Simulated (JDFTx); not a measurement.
System: a single F ion, charge -1, multiplicity 1.

Computed with a modified build of JDFTx: PBE, GBRV ultrasoft potentials, plane waves to 20/100 Ha. Liquid: CANDLE, water, 1 M KCl. The liquid run sits in a periodic box with 4.5 Å from the outermost atoms to the faces; the vacuum run is isolated. The solvation energy is E(in liquid) − E(vacuum) at fixed geometry, with no thermal, conformational or standard-state terms added.

In vacuum PBE puts this anion's highest level above zero (1.4 eV), so the vacuum reference depends somewhat on the box. The continuum has no solvent molecules that could bind to the bare ion. Single-ion values refer to zero potential in the bulk liquid, with no surface-potential term, and depend on the box by about 0.1 eV.

```
Property                                                                           Result
-------------------------------------------------------------  --------------------------
solvation energy                                                              -440 kJ/mol
highest occupied level in the liquid (zero: bulk electrolyte)                    -7.32 eV
volume of the model's cavity                                                     33.28 Å³
rough cost, vacuum and liquid run                              50 s and 70 s of core time
```
